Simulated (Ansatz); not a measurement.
[AlClH3]- (AlH₃Cl⁻), relaxed as a singlet with RKS PBE0-D4/def2-TZVPD in Ansatz, starting from the GFN2-xTB geometry. Force threshold 0.02 eV/Å.

Start:

```xyz
5

Al   -0.076    0.048   -0.100
Cl    1.089   -0.712    1.468
H     0.822   -0.025   -1.432
H    -0.448    1.566    0.279
H    -1.387   -0.876   -0.216
```

```
step  energy (eV)  largest force component (eV/Å)  SCF passes
   1  -19164.7599                           1.855          12
   2  -19164.8711                           0.684          18
   3  -19164.8876                           0.213          18
   4  -19164.8893                           0.006          18
```

Force components are those of the run's own axes.

End:

```
atom   x (Å)   y (Å)   z (Å)
 Al1  -0.088   0.058  -0.120
 Cl2   1.153  -0.756   1.558
  H3   0.819  -0.017  -1.469
  H4  -0.468   1.594   0.265
  H5  -1.415  -0.879  -0.234
```

By distances, no bond broke or formed. The bond that changes most is Al1–Cl2, from 2.10 to 2.24 Å (atoms count from 1).

No frequencies were taken in this run, so the end may be a saddle point.

Run time 2.6 s (4 threads of Arm Neoverse V2 on a shared host).
